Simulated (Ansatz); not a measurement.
## AlBFH₃, SMILES F[BH][AlH2]: a relaxed scan of one distance, step by step

Computed with Ansatz 0.2.0, Python API.

The cells in order, each with its output:

**Cell 1**
```python
import warnings

import ansatz as az
import numpy as np
```

**Cell 2**
```python
SETTINGS = {
    "basis": "def2-SVP",
    "xc": "PBE0",
}

warnings.simplefilter("ignore", az.DeckWarning)
```

**Cell 3**
```python
geometry = (
    az.Crystal.molecule()
    .atom("F", [-0.163, -1.9015, -1.11])
    .atom("B", [-0.7159, -0.7598, -0.3315])
    .atom("Al", [0.5472, 0.7146, 0.3139])
    .atom("H", [-1.7862, -0.6875, -0.0638])
    .atom("H", [2.1343, 0.6256, -0.0561])
    .atom("H", [0.0257, 1.9446, 1.2013])
)
```

**Cell 4**
```python
setup = geometry.calculation()
setup = setup.basis(gaussian=SETTINGS["basis"]).functional(SETTINGS["xc"])
symbols = [site.symbol for site in geometry.cartesian_sites]
pairs = [(0, 1), (1, 2), (1, 3), (2, 4), (2, 5)]
print("held (A)   E (eV)        ", "  ".join(f"{symbols[i]}{i}-{symbols[j]}{j}" for i, j in pairs))
for length in [1.48, 1.6, 1.73, 1.92, 2.17]:
    report = setup.relax(constraints=[az.DistanceConstraint((2, 5), at=length)], force_tolerance=0.02, max_steps=60).run().report
    xyz = np.array(report["positions_ang"])
    print(f"{length:6.2f} {report['free_energy_ev']:14.5f}  ", "  ".join(f"{np.linalg.norm(xyz[i] - xyz[j]):.3f}" for i, j in pairs))
```
Output:
```text
held (A)   E (eV)         F0-B1  B1-Al2  B1-H3  Al2-H4  Al2-H5
  1.48   -10027.12469   1.329  2.160  1.222  1.599  1.480
  1.60   -10027.22906   1.329  2.157  1.222  1.597  1.600
  1.73   -10027.06811   1.325  2.177  1.219  1.594  1.730
  1.92   -10026.77795   1.326  2.153  1.221  1.592  1.920
  2.17   -10026.14928   1.324  2.150  1.219  1.589  2.170
```

Caveats:
- Total energies depend on the basis set; only differences at equal settings carry meaning.
- The energies are electronic: no zero-point or thermal terms, and the basis set is short of its limit.
- The script silences the warnings on its input, which a real study should read.
- Run time: 3.7 min on 1 thread of Arm Neoverse N1, on a shared host, peak memory 0.2 GiB.
